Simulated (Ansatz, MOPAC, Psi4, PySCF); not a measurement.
System: triplet methylene, CH2, charge 0, multiplicity 3. SMILES: [CH2]
Geometry: optimised at B3LYP-D3(BJ)/def2-TZVP (Ansatz, a first-principles code).

Property: size of the dipole moment, in D. Set-up: PM7 with its own dispersion and hydrogen-bond terms; 6-31G* and kin with 6d, 5d where marked; non-relativistic; 6-311+G** with 5d; open shells spin-unrestricted; no dispersion term unless named; spin-orbit terms left out. First-principles rows: single points at B3LYP-D3(BJ) geometries (Ansatz). Semi-empirical rows: dipoles at the shared geometry.

```
level               program  size of the dipole moment (D)
------------------  -------  -----------------------------
PM7                   MOPAC                           0.74
MNDO                  MOPAC                           0.63
B3LYP/STO-3G         Ansatz                           0.36
B3LYP/6-31G          Ansatz                           0.67
B3LYP/6-31G*         Ansatz                           0.64
B3LYP/6-311+G**      Ansatz                           0.69
PBE0/6-311+G**       Ansatz                           0.68
M06-2X/6-31G* (5d)    PySCF                           0.63
wB97X-D/6-31G*         Psi4                           0.67
wB97X-D/6-311+G**      Psi4                           0.71
```

No value to compare with is used here. The 10 habitual levels span 0.36 (B3LYP/STO-3G) to 0.74 D (PM7).

The levels are drawn from those run, B3LYP/6-31G* more often than the rest, none by its result; runs whose electronic state is in doubt are left out.
